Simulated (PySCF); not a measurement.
## Shapes and spin states of Li₃

All numbers come from PBE/[Li def2-TZVP], no relativity, density fitting, PySCF.

Relaxations began from a few typed shapes and spin states; open shells are unrestricted. The search is not exhaustive: other isomers or separated fragments can lie lower, and high-lying points may rest on an excited occupation.

Q: Order these stationary points by electronic energy, lowest first, in kJ/mol from the lowest minimum.
A. quartet D∞h: Li–Li 3.527 Å (×2); Li–Li–Li 180.0°
B. doublet C2v: Li–Li 2.810 Å (×2), Li–Li 3.354 Å; Li–Li–Li 53.4° (×2), Li–Li–Li 73.3°

A: B (0.0), A (120.7).

Q: Which of them are minima?

A: By energy in kJ/mol, 0.0: minimum; 120.7: not settled, its softest mode being under 30 cm⁻¹.
